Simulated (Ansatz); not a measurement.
Two shapes of singlet C₄H₈.

Shape 1:

```xyz
12

C     0.0000    0.0000   -1.3350
C     0.0000    0.0000    0.0000
C     0.0000    1.2763    0.7975
C     0.0000   -1.2763    0.7975
H     0.0000   -0.9343   -1.8964
H     0.0000    0.9343   -1.8964
H     0.0000    2.1294    0.1190
H    -0.8898    1.3126    1.4260
H     0.8898    1.3126    1.4260
H     0.0000   -2.1294    0.1190
H     0.8898   -1.3126    1.4260
H    -0.8898   -1.3126    1.4260
```

Shape 2:

```xyz
12

C    -0.0196    0.0006   -1.2890
C    -0.0450    0.0215    0.0039
C    -0.0479    1.2713    0.7842
C     0.0278   -1.3063    0.7687
H    -0.0119   -0.8924   -1.8718
H    -0.0228    0.9114   -1.9346
H     0.0111    2.0822    0.1314
H    -0.8684    1.3177    1.3811
H     0.9284    1.3333    1.4019
H    -0.0056   -2.0894    0.1485
H     0.9268   -1.3462    1.4292
H    -0.8467   -1.2914    1.4121
```

Basis set: cc-pVDZ (spherical functions). Frozen core: 4 orbitals. Charge 0, multiplicity 1.

Computed with Ansatz (development build ahead of 0.2.0); each method stands on the lowest determinant of its kind that the runs found.

(1) Which shape is lower in energy, and by how much in each method?

Answers

(1)

```tsv
method	E(2) − E(1) (eV)
RHF	0.584
RHF-MP2	0.695
```

Shape 1 is lower. Caution: no unrestricted run beside it, a lower state can exist.
